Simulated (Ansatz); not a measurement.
Input file:

```yaml
crystal:
  periodic: [false, false, false]
  atoms:
    - {symbol: Al, position_ang: [0.000000, -0.079269, 1.203465]}
    - {symbol: N, position_ang: [0.000000, 0.413422, -0.609656]}
    - {symbol: N, position_ang: [0.000000, -0.362251, -1.647435]}
    - {symbol: H, position_ang: [0.000000, 1.410865, -0.850200]}
basis:
  gaussian: {orbitals: cc-pVDZ}
magnetization: {spin_polarized: false}
correlation: {method: ccsd, electrons: outside_noble_gas}
accuracy: high
output: {forces: true}
```

```sh
$ ansatz run in.yaml --threads 1 --pin off --events-out ev --progress --plain --max-ram 2393MiB
```

The program prints:

```
1126 factors; integrals over basis functions are off by at most 3.0e-9 eV
mean field evaluation 1: about -9557.9256 eV, gradient 2.1e1 eV
mean field evaluation 2: about -9557.9303 eV, gradient 2.1e1 eV
mean field evaluation 4: about -9559.5088 eV, gradient 2.9e0 eV
mean field evaluation 8: about -9559.5803 eV, gradient 2.4e-1 eV
mean field evaluation 16: about -9559.2391 eV, gradient 1.0e1 eV
mean field evaluation 32: about -9556.9891 eV, gradient 1.1e-6 eV
mean field evaluation 64: about -9556.9891 eV, gradient 1.1e-8 eV
mean field evaluation 96: about -9558.9057 eV, gradient 9.0e0 eV
mean field evaluation 128: about -9549.4206 eV, gradient 2.6e-1 eV
mean field evaluation 160: about -9550.0897 eV, gradient 6.9e0 eV
...
cycle  17  -10.36325238 eV  change   -1.5e-7 eV  update   6.9e-8
cycle  18  -10.36325240 eV  change   -2.0e-8 eV  update   4.7e-8
cycle  19  -10.36325267 eV  change   -2.7e-7 eV  update   1.6e-7
cycle  20  -10.36325251 eV  change    1.6e-7 eV  update   6.9e-8
cycle  21  -10.36325246 eV  change    4.4e-8 eV  update   3.1e-8
cycle  22  -10.36325245 eV  change    1.7e-8 eV  update   1.6e-8
cycle  23  -10.36325244 eV  change    5.4e-9 eV  update   9.1e-9
cycle  24  -10.36325245 eV  change   -8.3e-9 eV  update   4.9e-9
cycle  25  -10.36325245 eV  change   -2.0e-9 eV  update   3.2e-9
cycle  26  -10.36325245 eV  change    1.7e-9 eV  update   1.4e-9
the calculation of the forces begins
Total energy: -9569.94409615 eV, -351.6889587924 hartree
Atom 0 at     0.000000    -0.079269     1.203465 Å, force     0.000000    -0.945311     0.801632 eV/Å
Atom 1 at     0.000000     0.413422    -0.609656 Å, force    -0.000000    -0.343177    -2.573589 eV/Å
Atom 2 at     0.000000    -0.362251    -1.647435 Å, force     0.000000     0.159895     1.987373 eV/Å
Atom 3 at     0.000000     1.410865    -0.850200 Å, force     0.000000     1.128594    -0.215417 eV/Å
Dipole moment:    -0.000000     0.420661     0.537558 e Å
```

Forces (eV/Å):
```
Al   0.000 -0.945  0.802
N    0.000 -0.343 -2.574
N    0.000  0.160  1.987
H    0.000  1.129 -0.215
```

Ran on 1 thread of Intel Xeon, shared host: 16 s wall, 0.2 GiB peak host memory.
